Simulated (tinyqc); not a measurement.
Worked calculation (part 1 of 2): coupled-perturbed Hartree-Fock on RHF in the sto-3g basis, for BH3, spin multiplicity 1. Computed by tinyqc, a small Python program that keeps every step (integrals from PySCF). Settings: charge = 0, multiplicity = 1, basis = sto-3g, method = RHF, energy threshold = 1e-10, iteration cap = 64, orthogonalisation = symmetric, start = Wolfsberg-Helmholz matrix, DIIS depth = 6. Command: `OMP_NUM_THREADS=1 python tinyqc.py 26119 26120 out.jsonl` (the two numbers bound the seeds that draw the settings). One thread of a shared host (Intel(R) Xeon(R) Processor @ 2.60GHz), about 0.2 s of CPU time with the checks. The early iterations of the SCF are left out here.

## One-electron integrals

Geometry (angstrom):
```
atom          x          y         z
B      0.000000   0.000000  0.015000
H      1.182000   0.000000  0.000000
H     -0.591000   1.023000  0.000000
H     -0.591000  -1.023000  0.000000
```

Basis sto-3g: exponents (1/bohr^2) and contraction coefficients of normalised primitives:
```
element  l (shell)   exponent  coefficient
B            s (1)  48.791113     0.154329
B            s (1)   8.887362     0.535328
B            s (1)   2.405267     0.444635
B            s (2)   2.236956    -0.099967
B            s (2)   0.519821     0.399513
B            s (2)   0.169062     0.700115
B            p (3)   2.236956     0.155916
B            p (3)   0.519821     0.607684
B            p (3)   0.169062     0.391957
H            s (1)   3.425251     0.154329
H            s (1)   0.623914     0.535328
H            s (1)   0.168855     0.444635
```

Overlap, kinetic and nuclear-attraction integrals over the contracted functions; the nuclear repulsion is the sum of Za Zb / Rab.

nuclear repulsion = 7.49268872 hartree

overlap S, lower triangle:
```
           1B 1s     1B 2s     1B 2px     1B 2py     1B 2pz     2H 1s     3H 1s     4H 1s
1B 1s   1.000000
1B 2s   0.269328  1.000000
1B 2px  0.000000  0.000000   1.000000
1B 2py  0.000000  0.000000   0.000000   1.000000
1B 2pz  0.000000  0.000000   0.000000   0.000000   1.000000
2H 1s   0.067707  0.479954   0.490780   0.000000  -0.006228  1.000000
3H 1s   0.067793  0.480242  -0.245598   0.425122  -0.006233  0.110318  1.000000
4H 1s   0.067793  0.480242  -0.245598  -0.425122  -0.006233  0.110318  0.110495  1.000000
```

kinetic energy T (hartree), lower triangle:
```
            1B 1s     1B 2s     1B 2px     1B 2py     1B 2pz      2H 1s      3H 1s     4H 1s
1B 1s   10.826302
1B 2s   -0.047967  0.359168
1B 2px   0.000000  0.000000   1.123881
1B 2py   0.000000  0.000000   0.000000   1.123881
1B 2pz   0.000000  0.000000   0.000000   0.000000   1.123881
2H 1s   -0.014148  0.090387   0.233888   0.000000  -0.002968   0.760032
3H 1s   -0.014141  0.090528  -0.117141   0.202767  -0.002973  -0.010604   0.760032
4H 1s   -0.014141  0.090528  -0.117141  -0.202767  -0.002973  -0.010604  -0.010595  0.760032
```

nuclear attraction V (hartree), lower triangle:
```
             1B 1s      1B 2s     1B 2px     1B 2py     1B 2pz      2H 1s      3H 1s      4H 1s
1B 1s   -24.490791
1B 2s    -3.501178  -5.065847
1B 2px    0.000027   0.000180  -5.097147
1B 2py    0.000000   0.000000   0.000000  -5.097132
1B 2pz    0.000718   0.006213  -0.000003   0.000000  -4.912947
2H 1s    -0.886927  -2.139739  -2.066093   0.000000   0.027523  -3.948282
3H 1s    -0.888081  -2.141440   1.034207  -1.790092   0.027552  -0.476981  -3.949367
4H 1s    -0.888081  -2.141440   1.034207   1.790092   0.027552  -0.476981  -0.477759  -3.949367
```

core Hamiltonian H = T + V (hartree), lower triangle:
```
             1B 1s      1B 2s     1B 2px     1B 2py     1B 2pz      2H 1s      3H 1s      4H 1s
1B 1s   -13.664488
1B 2s    -3.549145  -4.706679
1B 2px    0.000027   0.000180  -3.973267
1B 2py    0.000000   0.000000   0.000000  -3.973251
1B 2pz    0.000718   0.006213  -0.000003   0.000000  -3.789066
2H 1s    -0.901075  -2.049352  -1.832205   0.000000   0.024555  -3.188250
3H 1s    -0.902222  -2.050912   0.917066  -1.587324   0.024579  -0.487585  -3.189335
4H 1s    -0.902222  -2.050912   0.917066   1.587324   0.024579  -0.487585  -0.488354  -3.189335
```

## Two-electron integrals

Functions are numbered as in S; the eight-fold symmetry (ij|kl) = (ji|kl) = (kl|ij) leaves the list below.

Two-electron integrals (ij|kl) in chemists' order, unique and non-zero (hartree):
```
(11|11) 2.923513    (21|11) 0.518376    (21|21) 0.109262    (22|11) 0.744229
(22|21) 0.193177    (22|22) 0.544804    (31|31) 0.020264    (32|31) 0.029996
(32|32) 0.120346    (33|11) 0.742491    (33|21) 0.193240    (33|22) 0.544682
(33|33) 0.586773    (41|41) 0.020264    (42|41) 0.029996    (42|42) 0.120346
(43|43) 0.031630    (44|11) 0.742491    (44|21) 0.193240    (44|22) 0.544682
(44|33) 0.523513    (44|44) 0.586773    (51|51) 0.020264    (52|51) 0.029996
(52|52) 0.120346    (53|53) 0.031630    (54|54) 0.031630    (55|11) 0.742491
(55|21) 0.193240    (55|22) 0.544682    (55|33) 0.523513    (55|44) 0.523513
(55|55) 0.586773    (61|11) 0.130164    (61|21) 0.027327    (61|22) 0.048422
(61|31) 0.002011    (61|32) 0.003672    (61|33) 0.048928    (61|44) 0.048182
(61|51) -0.000026   (61|52) -0.000047   (61|53) -0.000009   (61|55) 0.048182
(61|61) 0.007057    (62|11) 0.289170    (62|21) 0.076085    (62|22) 0.233110
(62|31) 0.008397    (62|32) 0.049248    (62|33) 0.245724    (62|44) 0.226697
(62|51) -0.000107   (62|52) -0.000625   (62|53) -0.000241   (62|55) 0.226700
(62|61) 0.020285    (62|62) 0.132855    (63|11) 0.261573    (63|21) 0.069784
(63|22) 0.225662    (63|31) 0.014672    (63|32) 0.080187    (63|33) 0.249529
(63|44) 0.213611    (63|51) -0.000085   (63|52) -0.000558   (63|53) -0.000336
(63|55) 0.213614    (63|61) 0.019604    (63|62) 0.150980    (63|63) 0.183540
(64|41) 0.007952    (64|42) 0.036250    (64|43) 0.009428    (64|54) -0.000120
(64|64) 0.015455    (65|11) -0.003319   (65|21) -0.000886   (65|22) -0.002864
(65|31) -0.000085   (65|32) -0.000558   (65|33) -0.002927   (65|44) -0.002711
(65|51) 0.007953    (65|52) 0.036257    (65|53) 0.009431    (65|55) -0.002950
(65|61) -0.000249   (65|62) -0.001916   (65|63) -0.002133   (65|65) 0.015482
(66|11) 0.440249    (66|21) 0.118041    (66|22) 0.406908    (66|31) 0.016682
(66|32) 0.126932    (66|33) 0.455357    (66|44) 0.382472    (66|51) -0.000212
(66|52) -0.001611   (66|53) -0.000925   (66|55) 0.382484    (66|61) 0.032206
(66|62) 0.288947    (66|63) 0.358304    (66|65) -0.004547   (66|66) 0.774606
(71|11) 0.130332    (71|21) 0.027362    (71|22) 0.048483    (71|31) -0.001007
(71|32) -0.001839   (71|33) 0.048431    (71|41) 0.001744    (71|42) 0.003184
(71|43) -0.000324   (71|44) 0.048804    (71|51) -0.000026   (71|52) -0.000047
(71|53) 4.74e-06    (71|54) -0.000008   (71|55) 0.048244    (71|61) 0.006739
(71|62) 0.018560    (71|63) 0.016588    (71|64) 0.000790    (71|65) -0.000228
(71|66) 0.028558    (71|71) 0.007075    (72|11) 0.289406    (72|21) 0.076147
(72|22) 0.233282    (72|31) -0.004204   (72|32) -0.024650   (72|33) 0.231629
(72|41) 0.007277    (72|42) 0.042668    (72|43) -0.008246   (72|44) 0.241138
(72|51) -0.000107   (72|52) -0.000626   (72|53) 0.000121    (72|54) -0.000209
(72|55) 0.226868    (72|61) 0.018552    (72|62) 0.090676    (72|63) 0.081660
(72|64) 0.010877    (72|65) -0.001276   (72|66) 0.152658    (72|71) 0.020328
(72|72) 0.133025    (73|11) -0.130929   (73|21) -0.034930   (73|22) -0.112945
(73|31) 0.009643    (73|32) 0.047282    (73|33) -0.118489   (73|41) -0.002913
(73|42) -0.019040   (73|43) 0.011868    (73|44) -0.113315   (73|51) 0.000043
(73|52) 0.000279    (73|53) -0.000174   (73|54) 0.000094    (73|55) -0.106915
(73|61) -0.007609   (73|62) -0.031418   (73|63) -0.019865   (73|64) -0.002710
(73|65) 0.000435    (73|66) -0.044452   (73|71) -0.009825   (73|72) -0.075609
(73|73) 0.057579    (74|11) 0.226633    (74|21) 0.060462    (74|22) 0.195504
(74|31) -0.002913   (74|32) -0.019040   (74|33) 0.188761    (74|41) 0.013002
(74|42) 0.069239    (74|43) -0.011121   (74|44) 0.212483    (74|51) -0.000074
(74|52) -0.000483   (74|53) 0.000094    (74|54) -0.000282   (74|55) 0.185066
(74|61) 0.014749    (74|62) 0.076134    (74|63) 0.068228    (74|64) 0.017980
(74|65) -0.001048   (74|66) 0.128250    (74|71) 0.017008    (74|72) 0.130876
(74|73) -0.072873   (74|74) 0.141620    (75|11) -0.003323   (75|21) -0.000887
(75|22) -0.002867   (75|31) 0.000043    (75|32) 0.000279    (75|33) -0.002768
(75|41) -0.000074   (75|42) -0.000483   (75|43) 0.000094    (75|44) -0.002876
(75|51) 0.007961    (75|52) 0.036290    (75|53) -0.004721   (75|54) 0.008172
(75|55) -0.002953   (75|61) -0.000228   (75|62) -0.001276   (75|63) -0.001126
(75|64) -0.000148   (75|65) 0.009696    (75|66) -0.002257   (75|71) -0.000249
(75|72) -0.001919   (75|73) 0.001069    (75|74) -0.001850   (75|75) 0.015507
(76|11) 0.064542    (76|21) 0.016975    (76|22) 0.052521    (76|31) 0.000791
(76|32) 0.004675    (76|33) 0.053044    (76|41) 0.001371    (76|42) 0.008094
(76|43) 0.000360    (76|44) 0.053459    (76|51) -0.000040   (76|52) -0.000237
(76|53) -0.000034   (76|54) -0.000058   (76|55) 0.051013    (76|61) 0.004368
(76|62) 0.025828    (76|63) 0.027138    (76|64) 0.002796    (76|65) -0.000406
(76|66) 0.051053    (76|71) 0.004373    (76|72) 0.025842    (76|73) -0.011156
(76|74) 0.024906    (76|75) -0.000406   (76|76) 0.006229    (77|11) 0.440440
(77|21) 0.118091    (77|22) 0.407036    (77|31) -0.008351   (77|32) -0.063519
(77|33) 0.400836    (77|41) 0.014455    (77|42) 0.109950    (77|43) -0.031580
(77|44) 0.437256    (77|51) -0.000212   (77|52) -0.001612   (77|53) 0.000463
(77|54) -0.000802   (77|55) 0.382604    (77|61) 0.028533    (77|62) 0.152591
(77|63) 0.133259    (77|64) 0.025650    (77|65) -0.002255   (77|66) 0.257786
(77|71) 0.032261    (77|72) 0.289157    (77|73) -0.179338   (77|74) 0.310427
(77|75) -0.004552   (77|76) 0.051053    (77|77) 0.774606    (81|11) 0.130332
(81|21) 0.027362    (81|22) 0.048483    (81|31) -0.001007   (81|32) -0.001839
(81|33) 0.048431    (81|41) -0.001744   (81|42) -0.003184   (81|43) 0.000324
(81|44) 0.048804    (81|51) -0.000026   (81|52) -0.000047   (81|53) 4.74e-06
(81|54) 0.000008    (81|55) 0.048244    (81|61) 0.006739    (81|62) 0.018560
(81|63) 0.016588    (81|64) -0.000790   (81|65) -0.000228   (81|66) 0.028558
(81|71) 0.006748    (81|72) 0.018576    (81|73) -0.008988   (81|74) 0.013977
(81|75) -0.000228   (81|76) 0.004067    (81|77) 0.028571    (81|81) 0.007075
(82|11) 0.289406    (82|21) 0.076147    (82|22) 0.233282    (82|31) -0.004204
(82|32) -0.024650   (82|33) 0.231629    (82|41) -0.007277   (82|42) -0.042668
(82|43) 0.008246    (82|44) 0.241138    (82|51) -0.000107   (82|52) -0.000626
(82|53) 0.000121    (82|54) 0.000209    (82|55) 0.226868    (82|61) 0.018552
(82|62) 0.090676    (82|63) 0.081660    (82|64) -0.010877   (82|65) -0.001276
(82|66) 0.152658    (82|71) 0.018576    (82|72) 0.090754    (82|73) -0.050312
(82|74) 0.065309    (82|75) -0.001277   (82|76) 0.019219    (82|77) 0.152728
(82|81) 0.020328    (82|82) 0.133025    (83|11) -0.130929   (83|21) -0.034930
(83|22) -0.112945   (83|31) 0.009643    (83|32) 0.047282    (83|33) -0.118489
(83|41) 0.002913    (83|42) 0.019040    (83|43) -0.011868   (83|44) -0.113315
(83|51) 0.000043    (83|52) 0.000279    (83|53) -0.000174   (83|54) -0.000094
(83|55) -0.106915   (83|61) -0.007609   (83|62) -0.031418   (83|63) -0.019865
(83|64) 0.002710    (83|65) 0.000435    (83|66) -0.044452   (83|71) -0.008988
(83|72) -0.050312   (83|73) 0.036956    (83|74) -0.035507   (83|75) 0.000692
(83|76) -0.008287   (83|77) -0.088960   (83|81) -0.009825   (83|82) -0.075609
(83|83) 0.057579    (84|11) -0.226633   (84|21) -0.060462   (84|22) -0.195504
(84|31) 0.002913    (84|32) 0.019040    (84|33) -0.188761   (84|41) 0.013002
(84|42) 0.069239    (84|43) -0.011121   (84|44) -0.212483   (84|51) 0.000074
(84|52) 0.000483    (84|53) -0.000094   (84|54) -0.000282   (84|55) -0.185066
(84|61) -0.014749   (84|62) -0.076134   (84|63) -0.068228   (84|64) 0.017980
(84|65) 0.001048    (84|66) -0.128250   (84|71) -0.013977   (84|72) -0.065309
(84|73) 0.035507    (84|74) -0.038766   (84|75) 0.000901    (84|76) -0.014344
(84|77) -0.102620   (84|81) -0.017008   (84|82) -0.130876   (84|83) 0.072873
(84|84) 0.141620    (85|11) -0.003323   (85|21) -0.000887   (85|22) -0.002867
(85|31) 0.000043    (85|32) 0.000279    (85|33) -0.002768   (85|41) 0.000074
(85|42) 0.000483    (85|43) -0.000094   (85|44) -0.002876   (85|51) 0.007961
(85|52) 0.036290    (85|53) -0.004721   (85|54) -0.008172   (85|55) -0.002953
(85|61) -0.000228   (85|62) -0.001276   (85|63) -0.001126   (85|64) 0.000148
(85|65) 0.009696    (85|66) -0.002257   (85|71) -0.000228   (85|72) -0.001277
(85|73) 0.000692    (85|74) -0.000901   (85|75) 0.009706    (85|76) -0.000294
(85|77) -0.002258   (85|81) -0.000249   (85|82) -0.001919   (85|83) 0.001069
(85|84) 0.001850    (85|85) 0.015507    (86|11) 0.064542    (86|21) 0.016975
(86|22) 0.052521    (86|31) 0.000791    (86|32) 0.004675    (86|33) 0.053044
(86|41) -0.001371   (86|42) -0.008094   (86|43) -0.000360   (86|44) 0.053459
(86|51) -0.000040   (86|52) -0.000237   (86|53) -0.000034   (86|54) 0.000058
(86|55) 0.051013    (86|61) 0.004368    (86|62) 0.025828    (86|63) 0.027138
(86|64) -0.002796   (86|65) -0.000406   (86|66) 0.051053    (86|71) 0.004067
(86|72) 0.019219    (86|73) -0.008287   (86|74) 0.014344    (86|75) -0.000294
(86|76) 0.004899    (86|77) 0.031651    (86|81) 0.004373    (86|82) 0.025842
(86|83) -0.011156   (86|84) -0.024906   (86|85) -0.000406   (86|86) 0.006229
(87|11) 0.064643    (87|21) 0.017002    (87|22) 0.052604    (87|31) -0.001586
(87|32) -0.009367   (87|33) 0.053755    (87|44) 0.052918    (87|51) -0.000040
(87|52) -0.000238   (87|53) 0.000068    (87|55) 0.051093    (87|61) 0.004069
(87|62) 0.019234    (87|63) 0.016582    (87|65) -0.000294   (87|66) 0.031689
(87|71) 0.004380    (87|72) 0.025888    (87|73) -0.016033   (87|74) 0.022146
(87|75) -0.000407   (87|76) 0.004906    (87|77) 0.051147    (87|81) 0.004380
(87|82) 0.025888    (87|83) -0.016033   (87|84) -0.022146   (87|85) -0.000407
(87|86) 0.004906    (87|87) 0.006249    (88|11) 0.440440    (88|21) 0.118091
(88|22) 0.407036    (88|31) -0.008351   (88|32) -0.063519   (88|33) 0.400836
(88|41) -0.014455   (88|42) -0.109950   (88|43) 0.031580    (88|44) 0.437256
(88|51) -0.000212   (88|52) -0.001612   (88|53) 0.000463    (88|54) 0.000802
(88|55) 0.382604    (88|61) 0.028533    (88|62) 0.152591    (88|63) 0.133259
(88|64) -0.025650   (88|65) -0.002255   (88|66) 0.257786    (88|71) 0.028571
(88|72) 0.152728    (88|73) -0.088960   (88|74) 0.102620    (88|75) -0.002258
(88|76) 0.031651    (88|77) 0.257905    (88|81) 0.032261    (88|82) 0.289157
(88|83) -0.179338   (88|84) -0.310427   (88|85) -0.004552   (88|86) 0.051053
(88|87) 0.051147    (88|88) 0.774606
```

## Orthogonalisation

S = U s U^T; symmetric (Loewdin) form X = U s^(-1/2) U^T, so that X^T S X = 1.

eigenvalues of S: 0.249266  0.341006  0.341098  0.951981  1.000230  1.548499  1.548642  2.019277

X, lower triangle:
```
            1B 1s      1B 2s     1B 2px     1B 2py    1B 2pz      2H 1s      3H 1s     4H 1s
1B 1s    1.033575
1B 2s   -0.182097   1.451247
1B 2px   0.000017  -0.000302   1.216414
1B 2py   0.000000   0.000000   0.000000   1.216448
1B 2pz   0.000516  -0.005348   0.000004   0.000000  1.000068
2H 1s    0.027942  -0.355043  -0.369233   0.000000  0.004511   1.281562
3H 1s    0.027948  -0.355476   0.184876  -0.319977  0.004518  -0.017658   1.282003
4H 1s    0.027948  -0.355476   0.184876   0.319977  0.004518  -0.017658  -0.017612  1.282003
```

## Iteration 7 (converged): orbitals

converged F (hartree), lower triangle:
```
            1B 1s      1B 2s     1B 2px     1B 2py    1B 2pz      2H 1s      3H 1s      4H 1s
1B 1s   -7.410057
1B 2s   -2.176042  -1.105639
1B 2px   0.000006   0.000159  -0.206279
1B 2py   0.000000   0.000000   0.000000  -0.206337
1B 2pz  -0.000284   0.004203  -0.000005   0.000000  0.239016
2H 1s   -0.560220  -0.575223  -0.397541   0.000000  0.003942  -0.408383
3H 1s   -0.560923  -0.575610   0.198921  -0.344334  0.003946  -0.161571  -0.408762
4H 1s   -0.560923  -0.575610   0.198921   0.344334  0.003946  -0.161571  -0.161811  -0.408762
```

Diagonalise F' = X^T F X, C = X C', fill 4 alpha and 4 beta electrons from the bottom; D = 2 C_occ C_occ^T. Each column has its largest component positive (the first on a tie).

F' = X^T F X (hartree), lower triangle:
```
           1          2          3          4         5          6          7         8
1  -7.214870
2  -1.182923  -0.138576
3  -0.000013  -0.000177   0.180255
4   0.000000   0.000000   0.000000   0.180214
5   0.000129  -0.003183   0.000001   0.000000  0.239119
6  -0.076601  -0.411867  -0.498495   0.000000  0.004921   0.064944
7  -0.076848  -0.412213   0.249465  -0.431865  0.004928  -0.048308   0.065121
8  -0.076848  -0.412213   0.249465   0.431865  0.004928  -0.048308  -0.048289  0.065121
```

orbital energies (hartree): MO1 -7.415636, MO2 -0.668555, MO3 -0.464850, MO4 -0.464837, MO5 0.238992, MO6 0.699328, MO7 0.758412, MO8 0.758473

coefficients C:
```
              MO1        MO2        MO3        MO4        MO5        MO6        MO7        MO8
1B 1s    0.990905  -0.228565   0.000000  -0.000103  -0.005195  -0.263847   0.001723   0.000000
1B 2s    0.037176   0.555418   0.000000   0.000393   0.023476   1.485786  -0.010202   0.000000
1B 2px  -0.000006  -0.000257   0.000000   0.507717   0.000000   0.007386   1.194371   0.000000
1B 2py   0.000000   0.000000   0.507745   0.000000   0.000000   0.000000   0.000000   1.194450
1B 2pz  -0.000090  -0.002438   0.000000   0.000002   0.999745  -0.027007   0.000179   0.000000
2H 1s   -0.006407   0.279333   0.000000   0.516651  -0.007600  -0.759039  -0.992481   0.000000
3H 1s   -0.006411   0.279698   0.447320  -0.258082  -0.007592  -0.749726   0.503957  -0.864170
4H 1s   -0.006411   0.279698  -0.447320  -0.258082  -0.007592  -0.749726   0.503957   0.864170
```

D after iteration 7, lower triangle:
```
            1B 1s      1B 2s     1B 2px     1B 2py     1B 2pz      2H 1s      3H 1s     4H 1s
1B 1s    2.068271
1B 2s   -0.180223   0.619742
1B 2px   0.000001   0.000113   0.515554
1B 2py   0.000000   0.000000   0.000000   0.515610
1B 2pz   0.000937  -0.002715   0.000003   0.000000   0.000012
2H 1s   -0.140496   0.310223   0.524482   0.000000  -0.001359   0.689993
3H 1s   -0.140510   0.310019  -0.262209   0.454250  -0.001364  -0.110336   0.689947
4H 1s   -0.140510   0.310019  -0.262209  -0.454250  -0.001364  -0.110336  -0.110435  0.689947
```

Within a degenerate level the vectors are fixed only up to a rotation; this is one choice.

## Convergence

Stop when the energy changes by less than 1e-10 hartree and every element of the error matrix X^T (F D S - S D F) X is below 3e-06.

Course of the cycle:
```
iteration   E (hartree)     change  largest element of the error matrix
1          -25.95806555          -                             2.75e-01
2          -26.06798197  -1.10e-01                             3.71e-02
3          -26.06966557  -1.68e-03                             5.27e-03
4          -26.06973441  -6.88e-05                             7.37e-04
5          -26.06973556  -1.15e-06                             9.11e-06
6          -26.06973556  -1.79e-10                             3.09e-07
7          -26.06973556  -6.39e-14                             2.25e-08
```

PySCF RHF in the same basis = -26.06973556 hartree

Converged in 7 iterations.
